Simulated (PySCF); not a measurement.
Species: C₄H₄S.
Bonds: C1–C2 (aromatic), C2–C3 (aromatic), C3–S4 (aromatic), S4–C5 (aromatic), C1–C5 (aromatic). Hydrogens: H6 on C1; H7 on C2; H8 on C3; H9 on C5.

Method: core-valence-separated Tamm–Dancoff BHandHLYP/aug-pcX-1 (pcseg-1 on H, def2-SVPD on S) in PySCF, non-relativistic, gas phase, PBE0-D3(BJ)/def2-SVP geometry. The energies are unshifted.

(1) What does the C 1s absorption edge look like?

## Answers

(1) 
```tsv
E (eV)	f	core hole on	main final orbital	polarisation
283.40	0.0805	C1/C2	LUMO (2 roots, f summed)	out of plane
283.46	0.1494	C3/C5	LUMO (2 roots, f summed)	out of plane
285.98	0.0480	C1/C2	LUMO+1/LUMO+7 (4 roots, f summed)	mixed
286.02	0.0724	C3/C5	spread (2 roots, f summed)	in plane
286.57	0.0481	C3/C5	LUMO+1 (2 roots, f summed)	in plane
286.93	0.0078	C1/C2	LUMO+2 (2 roots, f summed)	in plane
287.36	0.0026	C1/C2	LUMO+4 (2 roots, f summed)	in plane
287.41	0.0049	C1/C2	LUMO+3 (2 roots, f summed)	in plane
```

The first line with a tenth or more of the strongest one's intensity is at 283.40 eV (f = 0.080, sum of 2), with the hole on C1/C2 (aromatic CH carbon), polarised out of plane: a 1s→π* resonance. The strongest listed is at 283.46 eV (f = 0.149, sum of 2; C3/C5, 1s→π*).

Roots within 0.03 eV whose holes lie on the same, on equivalent or on shared atoms are summed into one line, and the highest roots are left out, as the search may have cut off their partners. Final orbitals are the ground state's empty Kohn–Sham orbitals.

What is the summed oscillator strength of the listed C K lines, and their intensity-weighted mean energy?

Σf = 0.414 over 8 lines from 283.40 to 287.41 eV; the weighted mean is 284.69 eV. The strongest line holds 36 % of the sum.

Only the lowest roots of each edge were sought.
